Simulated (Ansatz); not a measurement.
## Zinc-blende GaN (metastable phase): Voigt–Reuss–Hill shear modulus by level of theory

No measured value is used here.

| level (code) | value (GPa) | cell (Å³/atom) |
|---|---|---|
| LDA (Ansatz) | 112 | 11.05 |
| PBE (Ansatz) | ___ | 11.76 |
| r²SCAN (Ansatz) | 113 | 11.37 |
| HSE06 (Ansatz) | 114 | 11.37 |

Problem. Some entries are withheld; supply them.

Solution. 
- PBE (Ansatz, an electronic-structure program), value (GPa): 103

Each level is taken at its own relaxed cell. Cutoffs and k meshes differ between the levels. Ansatz's density-functional and Hartree–Fock values are scalar-relativistic unless marked +SOC, with PAW data made under PBE.
